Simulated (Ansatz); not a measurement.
Species: CH4N (charge 0, doublet). It need not be the lowest isomer of its formula. SMILES: [CH2]N
Coordinates optimised at B3LYP-D3(BJ)/def2-TZVP (Ansatz, a quantum-chemistry and plane-wave program):
```
C
H 1 1.0803
H 1 1.0803 2 118.78
N 1 1.3914 2 116.76 3 148.46
H 4 1.0089 1 115.75 2 172.11
H 4 1.0089 5 111.58 1 135.19
```
Charge 0, spin multiplicity 2.

Computed values are from Ansatz. Valence correlation only, unless marked. UHF or UKS for open shells. Spin-orbit coupling is left out. No relativistic terms. Basis-set limits of correlation are two-point, X^-3; Hartree-Fock from the larger set. [CCSD(T)-MP2]/basis is that difference in the basis named.

Question: What is the total energy at RI-MP2/CBS(aug-cc-pVTZ,aug-cc-pVQZ)+[CCSD(T)-MP2]/aug-cc-pVTZ?

Answer: -95.0910 Eh.

Question: What is the dipole moment at CCSD(T)/aug-cc-pVDZ?

Answer: 1.11 D.

Question: What is the T1 diagnostic at CCSD/aug-cc-pVTZ?

Answer: 0.017.

Question: What is the atomisation energy De at RI-MP2/CBS(aug-cc-pVTZ,aug-cc-pVQZ)+[CCSD(T)-MP2]/aug-cc-pVTZ?

Answer: 481.7 kcal/mol.
